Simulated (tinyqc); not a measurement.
Ways to converge the cycle: SCF convergence aids in the sto-6g basis, for BH2+, spin multiplicity 1. Computed by the program tinyqc with PySCF. 

Geometry (angstrom):

| atom | x | y | z |
|---|---|---|---|
| B | 0.0000 | 0.0000 | 0.0000 |
| H | 0.0000 | 1.0900 | 0.6160 |
| H | 0.0000 | -1.0900 | 0.6160 |

lowest restricted solution found by these runs and by PySCF = -25.374926 hartree

RHF with one setting changed at a time; a run stops when the energy changes by less than 1e-09 hartree and the error matrix is below 1e-5. The start is random orbitals. Damping d keeps d of the old density; a shift (hartree) raises the virtual levels; DIIS n extrapolates F over n matrices.

Largest element of the error matrix X^T (FDS - SDF) X:

| iteration | plain | damping 0.3 | damping 0.6 | shift 0.4 | DIIS 3 | DIIS 8 |
|---|---|---|---|---|---|---|
| 1 | 1.3e+00 | 1.3e+00 | 1.3e+00 | 1.3e+00 | 1.3e+00 | 1.3e+00 |
| 2 | 3.9e-01 | 3.6e-01 | 7.2e-01 | 4.3e-01 | 3.9e-01 | 3.9e-01 |
| 3 | 1.7e-01 | 2.1e-01 | 4.2e-01 | 2.3e-01 | 1.6e-01 | 1.6e-01 |
| 4 | 7.0e-02 | 1.1e-01 | 2.5e-01 | 1.8e-01 | 6.9e-02 | 6.9e-02 |
| 5 | 4.0e-02 | 7.7e-02 | 1.7e-01 | 1.3e-01 | 2.1e-02 | 2.1e-02 |
| 6 | 2.4e-02 | 5.4e-02 | 1.4e-01 | 9.3e-02 | 5.3e-03 | 5.3e-03 |
| 8 | 8.6e-03 | 2.7e-02 | 7.9e-02 | 5.1e-02 | 4.3e-04 | 1.4e-04 |
| 10 | 3.1e-03 | 1.3e-02 | 5.4e-02 | 2.9e-02 | 3.6e-05 | 1.7e-05 |
| 14 | 4.2e-04 | 3.5e-03 | 2.5e-02 | 9.6e-03 | - | - |
| 20 | 2.0e-05 | 4.9e-04 | 8.3e-03 | 1.9e-03 | - | - |
| 30 | - | 1.9e-05 | 1.3e-03 | 1.3e-04 | - | - |
| 45 | - | - | 9.1e-05 | - | - | - |

How each run ends:

| run | iterations | E (hartree) | state |
|---|---|---|---|
| plain | 22 | -25.37493 | lowest found |
| damping 0.3 | 33 | -25.37493 | lowest found |
| damping 0.6 | 59 | -25.37493 | lowest found |
| shift 0.4 | 40 | -25.37493 | lowest found |
| DIIS 3 | 13 | -25.37493 | lowest found |
| DIIS 8 | 12 | -25.37493 | lowest found |

6 of 6 runs reach the lowest restricted solution found, in 12 to 59 iterations (fastest: DIIS 8). Plain steps already contract here, so damping only slows them. DIIS 3 and DIIS 8 gain by cancelling the error over several earlier matrices, much as a quasi-Newton step does.
